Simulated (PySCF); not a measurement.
# A search over the determinants of NaS

Unrestricted PBE0; PySCF, no relativity, basis sets Na cc-pVDZ, S cc-pV(D+d)Z. Outer shells of the fragments: Na 3s1; S 3s2 3p4.

Followed along the bond (rough minima from three points):

```json
{"2Ms+1": "2", "unpaired": "π ↑", "⟨S²⟩ at the start": "0.75", "R at minimum (Å)": "2.50", "Te (eV)": "0.00"}
{"2Ms+1": "2", "unpaired": "σ ↑", "⟨S²⟩ at the start": "0.75", "R at minimum (Å)": "2.43", "Te (eV)": "0.60"}
{"2Ms+1": "4", "unpaired": "σ ↑, π ↑↑", "⟨S²⟩ at the start": "3.75", "R at minimum (Å)": "none in the scan", "Te (eV)": "≤ 2.51"}
```

Solutions found at the starting distance of 2.560 Å, counted from the lowest of them; the search is not exhaustive and high or unbound solutions are not listed, so other states can lie among these:

| 2Ms+1 | unpaired | term | E (eV) | ⟨S²⟩ | ⟨Lz²⟩ | μ (D) |
| --- | --- | --- | --- | --- | --- | --- |
| 2 | π ↑ | ²Π | 0.00 | 0.75 | 1.01 | -8.39 |
| 2 | σ ↑ | ²Σ⁺ | 0.64 | 0.75 | 0.00 | -8.99 |
| 4 | σ ↑, π ↑↑ | ⁴Σ⁻ | 2.68 | 3.75 | 0.00 | 2.82 |
| 2 | σ ↓, π ↑↑ | mixed | 2.74 | 1.75 | 0.00 | 3.24 |
| 4 | σ ↑↑, π ↑ | ⁴Π | 3.06 | 3.75 | 1.01 | 2.91 |
| 2 | σ ↑, π ↑↓ | mixed | 3.14 | 1.76 | 2.02 | 3.03 |
| 4 | π ↑↑↑ | ⁴Π | 4.19 | 3.75 | 1.00 | 1.19 |
| 2 | σ ↑ | mixed | 4.57 | 0.75 | 2.00 | 3.02 |
| 4 | σ ↑, π ↑↑ | mixed | 4.63 | 3.75 | 2.01 | 1.04 |
| 4 | σ ↑, π ↑↑ | mixed | 4.73 | 3.75 | 2.01 | 1.27 |

A term symbol is given only where ⟨S²⟩ and ⟨Lz²⟩ are close to those of a pure state; real π, δ and φ orbitals otherwise mix terms. A positive dipole means Na(−)S(+).

Counting both spins, an empty level lies below a filled one in some of these solutions, because spin and occupation are held.
